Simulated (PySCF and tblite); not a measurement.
The numbers below are computed, except where a source is named.
System: C₅H₉N, numbered as in [H]/[N:6]=[C:4](/[C:2](=[CH2:1])[CH3:3])[CH3:5].

For the rotation about the C2–C4 bond (torsion C1–C2–C4–C5 from 1° to 168°, rising): electronic barrier 5.78 kcal/mol, zero-point change -0.45 kcal/mol, thermal and entropy terms at 250 K a further 0.21 kcal/mol (symmetry numbers apart). The minimum is Cs, the saddle C1. Level: PBE0/pcSseg-1 + D3(BJ) on PBE0-D3(BJ)/def2-SVP stationary points, with GFN2-xTB thermal terms. Rates follow Eyring's equation with the number of equivalent paths and no tunnelling. (PySCF 2.14 with density fitting, tblite 0.8.)

Task: How many equivalent paths lead out of the minimum?

Result: 2: the symmetry number of the minimum is 1, that of the saddle displaced along its mode 1, and the displaced saddle is chiral while the minimum is not, which doubles the count.

Task: Work out the rate at 250 K.

Result: ΔG‡ = 5.54 kcal/mol; k_B T/h = 5.2×10¹² s⁻¹; exp(−ΔG‡/RT) = 1.4×10⁻⁵; times 2 gives k = 1.5×10⁸ s⁻¹. Wigner's tunnelling factor for the 53i cm⁻¹ mode would be 1.00.
